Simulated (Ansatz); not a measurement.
# H8SSi2: the cost of one run

Method: RKS PBE0-D4/6-31G*, in Ansatz 0.2.0.

## Step 1: The system as given

Bond lengths: Si1–H3 1.460 Å, Si1–Si4 2.218 Å, Si4–H5 1.460 Å, Si4–H6 1.460 Å, Si4–H7 1.460 Å, Si1–H8 1.459 Å, Si1–S9 2.460 Å, S9–H10 1.400 Å. Angles: H3–Si1–Si4 109.5°, H3–Si1–H8 109.5°, H3–Si1–S9 178.9°, Si4–Si1–H8 109.5°, Si4–Si1–S9 69.8°, H8–Si1–S9 70.1°, Si1–Si4–H5 109.5°, Si1–Si4–H6 109.5°, Si1–Si4–H7 109.5°, H5–Si4–H6 109.4°, H5–Si4–H7 109.4°, H6–Si4–H7 109.4°, Si1–S9–H10 109.5°.

Structure file:

```xyz
11

Si    0.0000    0.0000    0.0000
H     0.0000    0.0000    1.8100
H     1.3768    0.0000   -0.4862
Si   -1.0456    1.8115   -0.7393
H    -2.4302    1.4780   -1.0607
H    -1.0215    2.8436    0.2931
H    -0.3743    2.3069   -1.9374
H    -0.6877   -1.1914   -0.4862
S    -2.3345    0.0074    0.7757
H    -3.0926   -0.8639   -0.0155
H    -0.9511    0.0030    1.8802
```

## Step 2: A restrained relaxation towards end A

Springs on the bonds that form and break draw the guess towards this end; the thresholds are loose.

The input, input.yaml:

```yaml
crystal:
  periodic: [false, false, false]
  atoms:
    - { symbol: Si, position_ang: [0.0, 0.0, 0.0] }
    - { symbol: H, position_ang: [0.0, 0.0, 1.81] }
    - { symbol: H, position_ang: [1.3768, 0.0, -0.4862] }
    - { symbol: Si, position_ang: [-1.0456, 1.8115, -0.7393] }
    - { symbol: H, position_ang: [-2.4302, 1.478, -1.0607] }
    - { symbol: H, position_ang: [-1.0215, 2.8436, 0.2931] }
    - { symbol: H, position_ang: [-0.3743, 2.3069, -1.9374] }
    - { symbol: H, position_ang: [-0.6877, -1.1914, -0.4862] }
    - { symbol: S, position_ang: [-2.3345, 0.0074, 0.7757] }
    - { symbol: H, position_ang: [-3.0926, -0.8639, -0.0155] }
    - { symbol: H, position_ang: [-0.9511, 0.003, 1.8802] }
basis:
  gaussian: { orbitals: "6-31G*" }
hamiltonian:
  xc: pbe0
  dispersion: d4
relax:
  f_tol: 0.15
  max_steps: 25
  restrain:
    - { distance: [0, 8], at: 3.36, k: 30.0 }
    - { distance: [10, 1], at: 1.86, k: 30.0 }
    - { distance: [0, 1], at: 1.46, k: 30.0 }
    - { distance: [10, 8], at: 1.4, k: 30.0 }
output:
  orbitals: {}
```

Run with:

```sh
> ansatz run input.yaml --threads 1 --pin off --max-ram 2048MiB --backend cpu --events-out ev --progress --plain --runs-dir out
```

Q: Estimate wall time and peak memory on 1 thread of Arm Neoverse V2, shared host.

About 38 s, with a peak of 0.15 GiB.
